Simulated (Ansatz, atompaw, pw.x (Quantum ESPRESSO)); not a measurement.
**pw.x on bcc Al: one setting changed**

Potential: PAW, atompaw 4.2.0.5, PBEsol; core [Ne], reference 3s2 3p1; waves: 3s (bound): rc 2.95 bohr; 3s channel at 3.8 Ry: rc 2.95 bohr; 3p (bound): rc 2.95 bohr; 3p channel at 2.5 Ry: rc 2.95 bohr; 3d channel at 0.3 Ry: rc 2.95 bohr; 3d channel at 1.25 Ry: rc 2.95 bohr; local part: bessel scheme, radius 2.60 bohr; core correction: smooth core density matched at 1.80 bohr; augmentation: besselshape compensation charge, radius 2.30 bohr; PAW radius 2.95 bohr; waves and projectors: custom polynom vanderbiltortho.

The reference run (k-mesh 14³, cutoffs 40/400 Ry, Fermi–Dirac 0.01 Ry, mixing_beta 0.4, conv_thr 1e-9, no spin) gives 0.30 GPa at 16.575 Å³/atom, where all-electron LAPW gives 0.16 GPa. This run, with its own iteration cap, changes mixing_mode to local-TF.

```
&control
  calculation='scf', prefix='x', pseudo_dir='./', outdir='./tmp', tstress=.true., disk_io='none'
/
&system
  ibrav=0, nat=1, ntyp=1, ecutwfc=40, ecutrho=400, nbnd=8,
  occupations='smearing', smearing='fd', degauss=0.01
/
&electrons
  conv_thr=1e-09, mixing_beta=0.4, electron_maxstep=50, mixing_mode='local-TF'
/
ATOMIC_SPECIES
Al 1.0 Al.UPF
CELL_PARAMETERS angstrom
  -1.60619344 1.60619344 1.60619344
  1.60619344 -1.60619344 1.60619344
  1.60619344 1.60619344 -1.60619344
ATOMIC_POSITIONS crystal
Al 0.0000 0.0000 0.0000
K_POINTS automatic
14 14 14 0 0 0
```

```bash
pw.x < Al.scf.in > Al.scf.out
```

Problem. How does the run end?

Solution. It converges in 7 iterations; the free energy moves by +0.0 meV/atom and the pressure by +0.00 GPa. The result is that of the reference run.

```
Message from routine setup:
     using ibrav=0 with symmetry is DISCOURAGED, use correct ibrav instead
     lattice parameter (alat)  =       5.2572  a.u.
     unit-cell volume          =     111.8536 (a.u.)^3
     number of electrons       =         3.00
     number of Kohn-Sham states=            8
     kinetic-energy cutoff     =      40.0000  Ry
     charge density cutoff     =     400.0000  Ry
     scf convergence threshold =      1.0E-09
     Exchange-correlation= SLA PW PSX PSC
     number of k points=   104  Fermi-Dirac smearing, width (Ry)=  0.0100
     negative rho (up, down):  9.418E-05 0.000E+00
     iteration #  1     ecut=    40.00 Ry     beta= 0.40
     negative rho (up, down):  2.950E-04 0.000E+00
     total energy              =     -38.51071334 Ry
     estimated scf accuracy    <       0.00555439 Ry
     iteration #  2     ecut=    40.00 Ry     beta= 0.40
     negative rho (up, down):  1.329E-03 0.000E+00
     total energy              =     -38.50959887 Ry
     estimated scf accuracy    <       0.00281410 Ry
     iteration #  3     ecut=    40.00 Ry     beta= 0.40
     negative rho (up, down):  1.207E-03 0.000E+00
     total energy              =     -38.50972600 Ry
     estimated scf accuracy    <       0.00000147 Ry
     iteration #  4     ecut=    40.00 Ry     beta= 0.40
     negative rho (up, down):  1.174E-03 0.000E+00
     total energy              =     -38.50972851 Ry
     estimated scf accuracy    <       0.00000053 Ry
     iteration #  5     ecut=    40.00 Ry     beta= 0.40
     negative rho (up, down):  1.174E-03 0.000E+00
     total energy              =     -38.50972854 Ry
     estimated scf accuracy    <          3.1E-09 Ry
     iteration #  6     ecut=    40.00 Ry     beta= 0.40
     negative rho (up, down):  1.178E-03 0.000E+00
     total energy              =     -38.50972858 Ry
     estimated scf accuracy    <          1.2E-09 Ry
     iteration #  7     ecut=    40.00 Ry     beta= 0.40
     negative rho (up, down):  1.177E-03 0.000E+00
     the Fermi energy is     7.8590 ev
!    total energy              =     -38.50972857 Ry
     estimated scf accuracy    <          4.3E-12 Ry
     smearing contrib. (-TS)   =      -0.00173430 Ry
     The total energy is F=E-TS. E is the sum of the following terms:
     one-electron contribution =       3.15413818 Ry
     hartree contribution      =       0.00613526 Ry
     xc contribution           =      -1.95200296 Ry
     ewald contribution        =      -5.39542568 Ry
     one-center paw contrib.   =     -34.32083907 Ry
     convergence has been achieved in   7 iterations
     negative rho (up, down):  1.177E-03 0.000E+00
          total   stress  (Ry/bohr**3)                   (kbar)     P=        3.05
     Message from routine punch:
     Nothing written, as per user request (disk_io='none')
```

The run took about 4.8 s on one core of a shared host (AMD EPYC 9R45 96-Core Processor, 96 threads, 376 GiB, load 34).
